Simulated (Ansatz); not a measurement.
Barrier from O (triplet) + CH4 (SMILES C) to the saddle point below; all geometries are those of the HTBH38 set.
```xyz
6

C      0.0003    -1.1423     0.0000
H     -1.0560    -1.3847     0.0000
H      0.5202    -1.4074     0.9124
H      0.5202    -1.4074    -0.9124
H      0.0116     0.1601     0.0000
O      0.0003     1.3616     0.0000
```
Charge 0, spin multiplicity 3.

Quantity: barrier height (electronic, no zero-point energy), in kcal/mol. Radicals and triplets start from unrestricted determinants; spin-orbit coupling is neglected. CBS(X,Y): correlation extrapolated as X^-3, Hartree-Fock from the larger set. A bracket is a step between two methods taken in the basis named. The functionals are non-relativistic, so their misses hold any scalar relativity. Double hybrids freeze cores in their MP2 part. '+ core + X2C': CCSD(T) terms for core correlation (cc-pwCVTZ) and scalar relativity (cc-pVTZ-DK). The UHF reference of CH4O (saddle point or complex, triplet) is spin-contaminated (<S^2> up to 0.06 over the pure value in the sets run).

Published benchmark value: 13.7 kcal/mol (Zhao et al., J. Phys. Chem. A 109, 2012 (2005), HTBH38), a best estimate, not a measurement.

### Question
How far off this value is PBE/def2-TZVPD (Ansatz, a quantum-chemistry and plane-wave program), in which direction, and which of these levels come nearer: r2SCAN/def2-TZVPD, B3LYP/def2-TZVPD, PBE0/def2-TZVPD, wB97M-V/def2-TZVPD, B2PLYP/def2-TZVPD, CCSD(T)/CBS(aug-cc-pVTZ,aug-cc-pVQZ) + core + X2C?

### Answer
PBE gives 0.0 kcal/mol, 13.7 kcal/mol below it. Differences of the others: r2SCAN/def2-TZVPD (Ansatz) -10.5; B3LYP/def2-TZVPD (Ansatz) -6.2; PBE0/def2-TZVPD (Ansatz) -5.7; wB97M-V/def2-TZVPD (Ansatz) -1.9; B2PLYP/def2-TZVPD (Ansatz) -2.0; CCSD(T)/CBS(aug-cc-pVTZ,aug-cc-pVQZ) + core + X2C (Ansatz) 0.4; CCSD(T)/CBS(aug-cc-pVTZ,aug-cc-pVQZ) + [CCSDT(Q) - CCSD(T)]/aug-cc-pVDZ + core + X2C (Ansatz) 0.0 kcal/mol. Nearer than PBE: r2SCAN/def2-TZVPD, B3LYP/def2-TZVPD, PBE0/def2-TZVPD, wB97M-V/def2-TZVPD, B2PLYP/def2-TZVPD, CCSD(T)/CBS(aug-cc-pVTZ,aug-cc-pVQZ) + core + X2C, CCSD(T)/CBS(aug-cc-pVTZ,aug-cc-pVQZ) + [CCSDT(Q) - CCSD(T)]/aug-cc-pVDZ + core + X2C.
